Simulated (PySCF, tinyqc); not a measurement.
Inside a calculation. Method: LCCD on RHF in the sto-3g basis, frozen core, for LiH, spin multiplicity 1. The lowest restricted solution is unstable here: a spin-polarised one lies 0.0172 hartree lower (PySCF). One step of it, computed by the program tinyqc.

Problem. Integrals over molecular orbitals. (pq|rs) = sum C_ip C_jq C_kr C_ls (ij|kl), one index at a time.

coefficients C:
```
               MO1        MO2        MO3        MO4       MO5        MO6
1Li 1s    0.991553  -0.148625  -0.216727   0.000000  0.000000   0.108776
1Li 2s    0.032996   0.518448   0.800299   0.000000  0.000000  -0.462900
1Li 2px   0.000000   0.000000   0.000000  -0.167252  0.985914   0.000000
1Li 2py   0.000000   0.000000   0.000000   0.985914  0.167252   0.000000
1Li 2pz  -0.004266   0.315633  -0.575383   0.000000  0.000000  -0.833710
2H 1s    -0.001964   0.617359  -0.241532   0.000000  0.000000   0.863536
```

core Hamiltonian H = T + V (hartree), lower triangle:
```
            1Li 1s     1Li 2s    1Li 2px    1Li 2py    1Li 2pz      2H 1s
1Li 1s   -4.628625
1Li 2s   -1.038241  -1.321467
1Li 2px   0.000000   0.000000  -1.075050
1Li 2py   0.000000   0.000000   0.000000  -1.075050
1Li 2pz  -0.007291  -0.078774   0.000000   0.000000  -1.132609
2H 1s    -0.049613  -0.321437   0.000000   0.000000  -0.456255  -1.134144
```

Two-electron integrals (ij|kl) in chemists' order, unique and non-zero (hartree):
```
(11|11) 1.680395   (21|11) 0.265420   (21|21) 0.049941   (22|11) 0.397727
(22|21) 0.092860   (22|22) 0.290562   (31|31) 0.008981   (32|31) 0.013788
(32|32) 0.064184   (33|11) 0.396640   (33|21) 0.092880   (33|22) 0.290497
(33|33) 0.312946   (41|41) 0.008981   (42|41) 0.013788   (42|42) 0.064184
(43|43) 0.016869   (44|11) 0.396640   (44|21) 0.092880   (44|22) 0.290497
(44|33) 0.279207   (44|44) 0.312946   (51|51) 0.008981   (52|51) 0.013788
(52|52) 0.064184   (53|53) 0.016869   (54|54) 0.016869   (55|11) 0.396640
(55|21) 0.092880   (55|22) 0.290497   (55|33) 0.279207   (55|44) 0.279207
(55|55) 0.312946   (61|11) 0.011490   (61|21) 0.002201   (61|22) 0.004259
(61|33) 0.004202   (61|44) 0.004202   (61|51) 0.000310   (61|52) 0.000609
(61|55) 0.004376   (61|61) 0.000110   (62|11) 0.061577   (62|21) 0.014716
(62|22) 0.053699   (62|33) 0.050492   (62|44) 0.050492   (62|51) 0.002194
(62|52) 0.017074   (62|55) 0.060063   (62|61) 0.000806   (62|62) 0.021607
(63|31) 0.000744   (63|32) 0.004355   (63|53) 0.002127   (63|63) 0.000990
(64|41) 0.000744   (64|42) 0.004355   (64|54) 0.002127   (64|64) 0.000990
(65|11) 0.087427   (65|21) 0.020987   (65|22) 0.078184   (65|33) 0.072869
(65|44) 0.072869   (65|51) 0.003369   (65|52) 0.026470   (65|55) 0.088740
(65|61) 0.001168   (65|62) 0.033380   (65|65) 0.051776   (66|11) 0.222511
(66|21) 0.053644   (66|22) 0.214242   (66|33) 0.197250   (66|44) 0.197250
(66|51) 0.007269   (66|52) 0.074628   (66|55) 0.248035   (66|61) 0.002930
(66|62) 0.115968   (66|65) 0.182968   (66|66) 0.774606
```

Give: one-electron integrals over orbitals h = C^T H C; Two-electron integrals over orbitals.

Solution.

one-electron integrals over orbitals h = C^T H C (hartree), lower triangle:
```
         1        2        3        4        5        6
1  -4.6198
2   0.0957  -1.2421
3   0.1599   0.0042  -1.0818
4   0.0000   0.0000   0.0000  -1.0751
5   0.0000   0.0000   0.0000   0.0000  -1.0751
6  -0.0513   0.0613   0.0154   0.0000   0.0000  -1.0212
```

Two-electron integrals over orbitals (pq|rs), unique and non-zero (hartree); the lowest 1 orbital is frozen and left out:
```
(22|22) 0.4362    (32|22) -0.0660   (32|32) 0.0280    (33|22) 0.2123
(33|32) 0.0171    (33|33) 0.3219    (42|42) 0.0209    (43|42) 0.0211
(43|43) 0.0414    (44|22) 0.2355    (44|32) 0.0185    (44|33) 0.2776
(44|44) 0.3129    (52|52) 0.0209    (53|52) 0.0211    (53|53) 0.0414
(54|54) 0.0169    (55|22) 0.2355    (55|32) 0.0185    (55|33) 0.2776
(55|44) 0.2792    (55|55) 0.3129    (62|22) 0.1037    (62|32) -0.0512
(62|33) -0.0167   (62|44) -0.0425   (62|55) -0.0425   (62|62) 0.1322
(63|22) -0.0633   (63|32) 0.0235    (63|33) 0.0372    (63|44) 0.0113
(63|55) 0.0113    (63|62) -0.0438   (63|63) 0.0362    (64|42) -0.0176
(64|43) -0.0108   (64|64) 0.0185    (65|52) -0.0176   (65|53) -0.0108
(65|65) 0.0185    (66|22) 0.4052    (66|32) -0.0511   (66|33) 0.2396
(66|44) 0.2542    (66|55) 0.2542    (66|62) 0.0827    (66|63) -0.0473
(66|66) 0.3977
```
